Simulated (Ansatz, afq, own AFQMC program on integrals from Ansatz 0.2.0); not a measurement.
Integrals from Ansatz 0.2.0, then the random walk in our own AFQMC program (afq).

```yaml
crystal:
  periodic: [false, false, false]
  atoms:
    - {symbol: H, position_ang: [0.000000, 0.000000, -1.145333]}
    - {symbol: H, position_ang: [0.000000, 0.000000, -0.216333]}
    - {symbol: Si, position_ang: [0.000000, 0.000000, 1.361667]}
basis:
  gaussian: {orbitals: cc-pVTZ}
magnetization: {spin_polarized: true, initial_magnetization: 2}
correlation: {method: ccsd_t, electrons: outside_noble_gas, hamiltonian_folder: ham}
```

```sh
$ ansatz run in.yaml --threads 1 --pin off --events-out ev --progress --plain --max-ram 16896MiB --backend cuda --devices 0, --max-vram 18GiB
```

afq runs on the folder ham with

```
--method phaseless --trial cisd --walkers 4000 --populations 20 --least-time 60 --time-step 0.005 --steps-per-block 50 --equilibration-blocks 28 --max-blocks 4000 --target-error 0.00015 --factor-cut 1e-05 --start spin_pure --seed 5797 --release-times 0.24,0.51,0.99,1.62,2.4 --release-step 0.03 --release-every 3 --taylor-order 6
```

Times are imaginary, in 1/Eh. The walk had a cap of 185 s. With eight or more populations the least sampling time is a fifth of least-time, and the error comes from their spread.

Output of the walk:

```
orbitals 57  electrons 4 2  factors 346 of 355
reference energy -289.93854409 Eh
CCSD correlation -0.12798809 Eh in 12 cycles, weight of the determinant in the CISD state 0.9032
energy of the start -290.066183 Eh
 block  time / (1/Eh)  mean weight  energy / Eh
     1     0.250  1.0000  -290.065865
     2     0.500  1.0000  -290.066600
     3     0.750  0.9999  -290.067510
     4     1.000  0.9998  -290.068367
     5     1.250  1.0000  -290.068986
    10     2.500  0.9999  -290.070626
    15     3.750  1.0000  -290.071552
    20     5.000  1.0000  -290.072656
    25     6.250  0.9999  -290.072050
    30     7.500  0.9998  -290.071973
    35     8.750  0.9999  -290.072016
    40    10.000  1.0002  -290.071750
    45    11.250  1.0002  -290.071647
    50    12.500  1.0000  -290.071854
    55    13.750  0.9999  -290.072063
    60    15.000  0.9998  -290.071327
    61    15.250  1.0004  -290.071278
    65    16.250  0.9998  -290.071948
    70    17.500  0.9998  -290.072009
    75    18.750  1.0000  -290.071328
    78    19.500  0.9999  -290.071758
error from the spread of 20 populations
released: time / (1/Eh)  energy / Eh  error  mean overlap
  0.24  -290.071874  0.000070  1.0000
  0.51  -290.072020  0.000056  0.9971
  0.99  -290.072133  0.000043  0.9953
  1.62  -290.072210  0.000048  0.9901
  2.40  -290.072327  0.000071  0.9856
energy -290.071805 +/- 0.000069 Eh
(rows thinned)
```

The run passed its tests (sampling time, drift between the halves within three errors, error under three times the target), which doesn't prove that it has relaxed. The second half of the sampling lies above the first by 1.6 errors of their difference, so the energy may still be moving and its error bar be too small.

Against this walk (error 1.9 meV) on the same determinant: CCSD(T) 19.5 meV higher, CCSDT(Q) 14.8 meV lower. The error is statistical and leaves out the bias of the constraint. The released energies are still falling (meV from the phaseless value at times in 1/Eh: -1.9 ± 1.9 at 0.24, -5.8 ± 1.5 at 0.51, -8.9 ± 1.2 at 0.99, -11.0 ± 1.3 at 1.62, -14.2 ± 1.9 at 2.40), so they give no level; they do show a bias of the constraint, and the last of them that isn't too noisy lies 1 meV above CCSDT(Q).

Cautions: constraint bias not in the error; lower spins were not checked.

The walk took 68 s on 1 × NVIDIA H100 80GB HBM3 with 2 threads of AMD EPYC 7R13 Processor (Zen 3) (shared host) (the card was shared). The log's last line is the phaseless energy.

CCSDT and higher add their correlation energy to the determinant of the CCSD(T) run, since their own runs factorise the integrals more tightly (a shift of under 2 meV). A walk keeps the symmetry of its determinant, which the program's search chose and which needn't be the lowest solution, so a lower state of the same spin and another symmetry isn't excluded.
